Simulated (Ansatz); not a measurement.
C2H5NS (`C=C(N)S`), relaxed with RKS PBE-D4/def2-SVP in Ansatz 0.2.0 from a rough embedded geometry. The force threshold is 0.03 eV/Å; the program also tests the step.

Total charge 0; spin multiplicity 1.

Start:

```xyz
9

C     0.015   -0.796   -0.766
C     0.061    0.221    0.105
N    -1.070    0.957    0.367
S     1.489    0.523    0.944
H    -0.845   -1.009   -1.367
H     0.958   -1.358   -1.046
H    -1.064    1.311    1.301
H    -1.960    0.370    0.186
H     2.416   -0.219    0.275
```

(1) How much energy does the relaxation release, and in how many steps? (Best estimate.)

(2) Which bonds change most? (An estimate is asked.)

(3) Give the relaxed structure. (Estimate.)

Results:

(1) The calculation gave: 12.59 kcal/mol, in 11 steps, 1 of them rejected.

(2) Ansatz gave: C2–S4 from 1.684 to 1.797 Å; N3–H8 from 1.081 to 1.023 Å; C1–H6 from 1.133 to 1.097 Å; C1–H5 from 1.071 to 1.101 Å.

(3) Computed: 
```xyz
9

C     0.038   -0.837   -0.881
C     0.070    0.177    0.019
N    -1.023    0.920    0.449
S     1.587    0.836    0.722
H    -0.927   -1.244   -1.221
H     0.957   -1.250   -1.315
H    -1.042    1.135    1.449
H    -1.926    0.605    0.087
H     2.267   -0.341    0.691
```
